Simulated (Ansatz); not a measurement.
## Ansatz (development build ahead of 0.2.0) run

```yaml
crystal:
  periodic: [false, false, false]
  atoms:
    - { symbol: C, position_ang: [0.04509, -0.02451, -0.15821] }
    - { symbol: H, position_ang: [-0.02715, 0.90373, 0.59359] }
    - { symbol: H, position_ang: [0.1003, -0.85988, 0.51562] }
basis:
  gaussian: { orbitals: def2-SVP }
hamiltonian:
  xc: hf
correlation:
  method: mp2
  frozen_orbitals: { C: 1, H: 0 }
```

The input is written out in the form of the current development build from the run's settings.

Output:

```
Converged                       : yes
Reference energy                : -38.84004 hartree
Correlation energy              : -0.10978 hartree
Total energy                    : -38.94982 hartree
Spin squared of the determinant : 0.000
```

Caution: another spin multiplicity may lie lower.
